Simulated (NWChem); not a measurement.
Species: SiF$_{4}$; SMILES F[Si](F)(F)F

```xyz
5

F      1.3593     0.7380     0.3513
Si     0.0000     0.0000     0.0000
F     -1.1101     1.0765    -0.3530
F     -0.4734    -0.8582     1.2471
F      0.2241    -0.9563    -1.2454
```
Atoms are numbered in this order, from 1.

All runs: NWChem. Pople sets run with spherical d functions. All runs use the structure optimised with PBE0/def2-SVP. B3LYP is NWChem's, with the RPA form of VWN correlation. Atomic charges in e: unrestrained fits to the electrostatic potential beside Mulliken populations; buried atoms are poorly determined by the fit.

For level Hartree-Fock/6-31G*:

- Mulliken F1: -0.50
- ESP Si2: 1.46
- Mulliken Si2: 2.01
- Mulliken F3: -0.50
- Mulliken F4: -0.50
- Mulliken F5: -0.50

Q: What are these values for level B3LYP/def2-SVP?

A: 
| Quantity | Result |
|---|---|
| Mulliken F1 | -0.30 |
| ESP Si2 | 1.31 |
| Mulliken Si2 | 1.20 |
| Mulliken F3 | -0.30 |
| Mulliken F4 | -0.30 |
| Mulliken F5 | -0.30 |
